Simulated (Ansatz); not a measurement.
**The standard entropy of C2H4 (ethylene) from a frequency calculation**

A singlet with charge 0, relaxed at PBE0-D4/def2-TZVP (Ansatz 0.2.0):

```xyz
6

C    -0.0874   -0.6399   -0.1428
C     0.0875    0.6399    0.1428
H     0.0320   -1.4127    0.6089
H    -0.3574   -0.9691   -1.1405
H    -0.0321    1.4127   -0.6089
H     0.3575    0.9691    1.1405
```

Harmonic wavenumbers in cm⁻¹: 828, 979, 984, 1067, 1239, 1381, 1466, 1704, 3146, 3162, 3222, 3250.

Masses in u: C 12.011, H 1.008. Take T = 298.15 K, p = 1 bar, R = 8.3145 J/(mol K), kT/hc = 207.22 cm⁻¹, rigid rotor and harmonic oscillator.

**Question.** Work out S° at 298 K.

**Answer.** 
1. Translation (Sackur–Tetrode): S = R[3/2 ln M + 5/2 ln T − 1.1517] with M = 28.054 gives 150.4 J/(mol K).
2. Rotation: principal moments 3.436, 16.620, 20.056 u Å² give A, B, C = 4.9059, 1.0143, 0.8405 cm⁻¹; the symmetry number is σ = 4; q = (√π/σ)√((kT/hc)³/ABC) = 646; S = R(ln q + 3/2) = 66.3.
3. Vibration: with u = ν̃/207.22, each mode gives R[u/(eᵘ − 1) − ln(1 − e⁻ᵘ)]; the sum is 2.2, most from 828 cm⁻¹ (0.8), 979 cm⁻¹ (0.4), 984 cm⁻¹ (0.4).
4. Electronic: R ln 1 = 0.0, from the spin multiplicity alone.
5. Sum: 150.4 + 66.3 + 2.2 + 0.0 = 218.9 J/(mol K).

The tabulated value is 219.3 J/(mol K) (CRC Handbook of Chemistry and Physics): the model is off by -0.4.
